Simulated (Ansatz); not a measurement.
Geometry optimisation, Ansatz 0.2.0, RKS BLYP/6-31G*.

The input (input.yaml):

```yaml
crystal:
  periodic: [false, false, false]
  atoms:
    - { symbol: F, position_ang: [-1.2109, 1.3579, 0.9643] }
    - { symbol: C, position_ang: [-0.1236, 0.7032, 0.6915] }
    - { symbol: C, position_ang: [-0.4308, -0.349, -0.3289] }
    - { symbol: C, position_ang: [0.5905, -0.9863, -0.9763] }
    - { symbol: S, position_ang: [1.7907, -1.8953, -1.8915] }
    - { symbol: H, position_ang: [0.2199, 0.2819, 1.6329] }
    - { symbol: H, position_ang: [0.6566, 1.42, 0.3387] }
    - { symbol: H, position_ang: [-1.4002, -0.5894, -0.4866] }
basis:
  gaussian: { orbitals: "6-31G*" }
hamiltonian:
  xc: blyp
relax:
  f_tol: 0.015
  max_steps: 40
output:
  orbitals: {}
```

Command:

```bash
$ ansatz run input.yaml --threads 1 --pin off --max-ram 2048MiB --backend cpu --events-out ev --progress --plain --runs-dir out
```

Q: Where does it end, and by what steps?

A: The forces met the threshold. After 11 steps the energy has fallen by 1.132 eV; F1 moved furthest, 0.74 Å.

| step | energy less start (eV) | largest force component (eV/Å) | accepted |
| --- | --- | --- | --- |
| 0 | 0.0000 | 5.915 | yes |
| 1 | -0.8456 | 1.934 | yes |
| 2 | -1.0153 | 1.346 | yes |
| 3 | -1.0589 | 0.204 | yes |
| 4 | -1.0770 | 0.150 | yes |
| 5 | -1.0995 | 0.372 | yes |
| 6 | -1.1156 | 0.270 | yes |
| 7 | -1.1284 | 0.107 | yes |
| 8 | -1.1311 | 0.081 | yes |
| 9 | -1.1300 | 0.106 | no |
| 10 | -1.1322 | 0.024 | yes |
| 11 | -1.1323 | 0.014 | yes |

```xyz
8
Properties=species:S:1:pos:R:3
F -0.986 1.724 0.368
C -0.097 0.682 0.709
C -0.327 -0.527 -0.176
C 0.536 -0.930 -1.095
S 1.590 -1.409 -2.170
H -0.287 0.419 1.765
H 0.936 1.053 0.610
H -1.274 -1.068 -0.067
```

Whether the end is a true minimum wasn't checked by a vibrational analysis.

Time of the run: 32 s on 1 thread of Arm Neoverse V1 (shared host), peak memory 0.12 GiB.
